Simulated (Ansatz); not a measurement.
## Ansatz input wanted

SiH3: 4 atoms, total charge 0, spin state doublet. Geometry: optimised at wB97X-V/def2-SVP.

| atom | x (Å) | y (Å) | z (Å) |
| --- | --- | --- | --- |
| Si | 0.9046 | 0.5917 | 0.3458 |
| H | 1.1917 | 1.4668 | -0.8288 |
| H | 0.5309 | 1.4028 | 1.5419 |
| H | 2.0608 | -0.3043 | 0.6439 |

Settings wanted:

| Setting | Value |
| --- | --- |
| basis set | def2-TZVP |
| integral approximation | automatic |
| task | energy |
| method | DFT |
| functional | PBE0 |
| dispersion | D4 |
| reference | UKS |
| relativity | none |
| accuracy | medium |
| broken bond | (3, 2) |
| paw set | gaussian |
| start | atoms |

Task: Write the Ansatz 0.2.0 input and the command.

Result: One that was run (others would do as well):

run.yaml:
```yaml
crystal:
  periodic: [false, false, false]
  atoms:
    - {symbol: Si, position_ang: [0.904617, 0.591666, 0.345820]}
    - {symbol: H, position_ang: [1.191677, 1.466809, -0.828816]}
    - {symbol: H, position_ang: [0.530877, 1.402831, 1.541888]}
    - {symbol: H, position_ang: [2.060829, -0.304306, 0.643908]}
basis:
  gaussian:
    orbitals: def2-TZVP
magnetization:
  spin_polarized: true
  initial_magnetization: 1
hamiltonian:
  xc: {name: PBE0}
  dispersion: d4
```

```bash
$ ansatz run run.yaml --threads 1 --pin off --max-ram 3480MiB --events-out events.jsonl --progress --plain --runs-dir runs
```

Calculated total energy: -291.10970 Eh.
